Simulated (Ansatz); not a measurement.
**Worked example: correlation energy of C2H5, doublet**

Geometry: MP2(full)/6-31G*, from the G2/97 set.

```xyz
7

C    -0.0085   -0.7151    0.0000
C    -0.0085    0.7740    0.0000
H     1.0120   -1.1245    0.0000
H    -0.5111   -1.1141    0.8848
H    -0.5111   -1.1141   -0.8848
H     0.1060    1.3256    0.9237
H     0.1060    1.3256   -0.9237
```

Basis 6-31G; Ansatz 0.2.0. Correlated methods freeze the noble-gas cores, which leaves 13 electrons in 26 orbitals. Prefix R: restricted or restricted open-shell reference; prefix U: unrestricted.

Full CI isn't at hand for all of this; UCCSDTQ serves as the reference, and is uncertain by about the last step of the cluster series.

Runs differ by some tens of microhartree through their thresholds and, for an open shell, their frozen cores, so steps under 0.03 kcal/mol mean nothing.

```tsv
level	total energy (hartree)
UHF	-78.568415
UMP2	-78.732426
UCCSD	-78.763058
UCCSD(T)	-78.766422
UCCSDT	-78.766876
UCCSDT(Q)	-78.767071
UCCSDTQ	-78.767066
```

Problem. What is the correlation energy at UCCSDTQ, and what share of it do UMP2 and UCCSD(T) recover?

Solution. E(corr) = -78.767066 − (-78.568415) = -0.198651 hartree = -5.406 eV. UMP2: -0.164011 / -0.198651 = 82.56 %. UCCSD(T): -0.198007 / -0.198651 = 99.68 %.

Problem. By how many kcal/mol does UCCSD(T) miss UCCSDTQ (1 hartree = 627.509 kcal/mol), and which steps make up the rest?

Solution. -78.766422 − (-78.767066) = 0.000644 hartree = 0.40 kcal/mol. Steps: UCCSDT − UCCSD(T) = -0.28, UCCSDT(Q) − UCCSDT = -0.12, UCCSDTQ − UCCSDT(Q) = 0.00 kcal/mol. That is within 1 kcal/mol of the reference in this basis, which itself misses far more of the correlation at the basis-set limit.
